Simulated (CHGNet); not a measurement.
Chalcopyrite CdGeAs2

Calculation: the machine-learned potential CHGNet-r²SCAN (trained on r²SCAN data).

Cell (relaxed at this level):

```xyz
8
Lattice="-2.9757 2.9757 5.7264 2.9757 -2.9757 5.7264 2.9757 2.9757 -5.7264" Properties=species:S:1:pos:R:3 pbc="T T T"
Cd     0.0000     0.0000     0.0000
Cd     0.0000     2.9757     2.8632
Ge     0.0000     0.0000     5.7264
Ge     2.9757     0.0000     2.8632
As     1.3054     1.4878     7.1580
As     1.4878    -1.3054     4.2948
As     1.6703     1.4878     1.4316
As     1.4878     4.2811    -1.4316
```

```
Property               Result
-------------------  --------
lattice parameter a   5.951 Å
c axis length        11.453 Å
```

Measured, for comparison: lattice constant a 5.943 Å, lattice parameter c 11.216 Å (298 K, not corrected to a static lattice; as tabulated in Abstract on Scilit: Piezoelectric nonlinear optic CuGaSe2 and CdGeAs2: Crystal …). Computed (rounded) less measured: lattice constant a +0.1 %, lattice parameter c +2.1 %.

A machine-learned potential is trained on density-functional data: it inherits that level's misses and adds fitting errors of its own.

Note: the model gives imaginary modes for this phase (in the spectrum interpolated from a supercell); the model's elastic tensor is not positive definite here.
